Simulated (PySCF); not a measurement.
# C5H5F: the cost of one run

The runs use PySCF 2.14.0, with density-fitted response routines of our own; the level of theory stands in each step. All values are computed, except where a source is named. Atoms are numbered from 0 throughout.

### Step 1. Starting geometry

11 atoms, charge 0, multiplicity 1; geometry from: GFN2-xTB. The atoms were then displaced at random by about 0.01 Å, so the start is not that level's minimum.

Bonds of the start (Å): F0–C1 1.37, C1–C2 1.35, C2–C3 1.44, C3–C4 1.48, C4–C5 1.34, C5–C1 1.45, C2–H6 1.08, C3–H7 1.10, C3–H8 1.08, C4–H9 1.07, C5–H10 1.07.

### Step 2. Relaxing the molecule at PBE0-D3(BJ)/def2-SVP

Job settings and geometry (Å):

```
{"job": {"xc": "PBE0", "basis": "def2-SVP", "d3": "d3bj", "grid": 1, "shake": 0.01, "kind": "geom"}, "charge": 0, "multiplicity": 1}
F      2.558590     0.105280     0.519210
C      1.220640     0.051060     0.244740
C      0.498550    -1.066130     0.042580
C     -0.862310    -0.666280    -0.218290
C     -0.858160     0.815970    -0.146180
C      0.387080     1.235530     0.132350
H      0.880140    -2.078340     0.074190
H     -1.565240    -1.085580     0.517990
H     -1.236670    -1.004820    -1.175460
H     -1.726140     1.435330    -0.270630
H      0.741650     2.232140     0.263850
```

The run is started by

```bash
OMP_NUM_THREADS=1 python probes_run.py task.json out
```

One launch serves the whole session: the jobs run in the order shown.

**Question.** How long does this first job take on 1 thread of Arm Neoverse V1, shared host, and how much memory does it need?

About 33 s, with a peak of 0.45 GiB.
